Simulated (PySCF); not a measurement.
## Gas-phase XPS of BH2(OMe), computed

BH2(OMe), CH5BO.
Z-matrix (Å and degrees, PBE0-D3(BJ)/def2-SVP geometry), rows numbered from 1:
```
B 
H   1  1.2164
H   1  1.2084  2  122.91
O   1  1.3386  2  120.17  3  -179.84
C   4  1.4051  1  123.19  2     0.88
H   5  1.1004  4  109.18  1  -125.38
H   5  1.1009  4  109.36  1   116.41
H   5  1.1026  4  111.67  1    -4.44
```

Level of theory: delta-SCF UKS SCAN, pcX-2 on the ionised atom, pcseg-1 elsewhere, spin-free X2C in PySCF 2.14.0. Vertical ΔSCF values, vacuum level as zero.

Question: Give the core binding energies atom by atom.

Answer: 
```csv
atom(s),environment,level,binding energy (eV),count
B1,boron bonded to O and 2 H,B 1s,196.73,1
C5,carbon bonded to O and 3 H,C 1s,292.74,1
O4,oxygen bonded to B and C,O 1s,539.21,1
```

Question: Which photon energy gives electrons from C 1s of C5 a kinetic energy of 20 eV, and what is their de Broglie wavelength?

Answer: hν = 292.74 + 20 = 312.74 eV, recoil neglected; λ = 12.264 Å/√(E/eV) = 2.74 Å.

Question: Which effective nuclear charge Zeff reproduces each element's mean 1s value in the hydrogen-like formula E = 13.606 eV × Zeff²?

Answer: B (Z = 5): mean 196.7 eV, Zeff = 3.80, Z − Zeff = 1.20; C (Z = 6): mean 292.7 eV, Zeff = 4.64, Z − Zeff = 1.36; O (Z = 8): mean 539.2 eV, Zeff = 6.30, Z − Zeff = 1.70. Means run over the listed sites, weighted by atom count.

Isolated species at its PBE0-D3(BJ)/def2-SVP geometry (one conformer only).
